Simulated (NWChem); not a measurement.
Molecule: propyne (C3H4); SMILES C(C)#C

Results from NWChem. Pople sets run with spherical d functions. STO-3G and 3-21G are far too small for this property and stand as cheap habits. All runs use the structure optimised with PBE0/def2-SVP. Vertical excitations in the gas phase; the lowest state need not have the same character in each row.

| level | basis functions | lowest excitation, singlet (eV) | oscillator strength of that lowest state | orbital gap (eV) |
|---|---|---|---|---|
| Hartree-Fock/3-21G, CIS | 35 | 6.69 | 0.000 | 16.43 |
| Hartree-Fock/6-31G*, CIS | 50 | 6.54 | 0.000 | 16.15 |
| Hartree-Fock/def2-SVP, CIS | 62 | 6.51 | 0.000 | 15.42 |
| Hartree-Fock/def2-SVPD, CIS | 92 | 6.44 | 0.000 | 13.07 |
| Hartree-Fock/def2-TZVP, CIS | 117 | 6.41 | 0.000 | 14.25 |
| Hartree-Fock/aug-cc-pVDZ, CIS | 105 | 6.37 | 0.000 | 11.37 |
